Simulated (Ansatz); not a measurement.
A made-up structure of CH4AlB, singlet:

```
7
angstrom
B -0.3784 -0.8371 -1.1092
C -0.9963 0.0108 -0.2554
Al 0.5902 0.4958 0.7557
H 0.2905 -1.5388 -1.7732
H -1.9186 0.4729 0.0515
H -0.9322 -1.6748 -1.6696
H 2.0004 -0.1291 0.3860
```

It is relaxed with PBE-D4/def2-SVP and then PBE0-D4/def2-TZVP (Ansatz 0.2.0). Atoms count as bonded within 1.22 times the sum of their covalent radii (H–H: 0.88 Å). The end point is not checked to be a true minimum.

Question: Does its bonding change? (Judge from chemistry; the calculation decides.)

Answer: Computed: Yes. Formed: Al3–H4; broken: none.

Where it ends: The first stage lowers the energy by 2.77 eV in 10 steps. It ends as CH₄AlB ([H]1[BH]2[CH][AlH]12):
```json
{"atom": "B1", "x (Å)": "-0.6839", "y (Å)": "-0.9517", "z (Å)": "-1.1395"}
{"atom": "C2", "x (Å)": "-1.0342", "y (Å)": "0.0582", "z (Å)": "-0.1434"}
{"atom": "Al3", "x (Å)": "0.7469", "y (Å)": "-0.0266", "z (Å)": "0.1309"}
{"atom": "H4", "x (Å)": "0.5947", "y (Å)": "-1.2267", "z (Å)": "-1.1691"}
{"atom": "H5", "x (Å)": "-1.9941", "y (Å)": "0.4798", "z (Å)": "0.1063"}
{"atom": "H6", "x (Å)": "-1.2242", "y (Å)": "-1.6255", "z (Å)": "-1.9629"}
{"atom": "H7", "x (Å)": "2.2504", "y (Å)": "0.0921", "z (Å)": "0.5635"}
```

Labels in which every atom is bracketed show which atoms are joined, not bond orders.

For scale, one of the runs: PBE0-D4/def2-TZVP relaxation, 123 basis functions, launched by `ansatz run in.yaml --threads 2 --pin off --events-out ev --progress --plain --max-ram 4352MiB`. Hardware: 2 CPU threads of an Arm Neoverse V2, shared host. Wall time about 12 s.
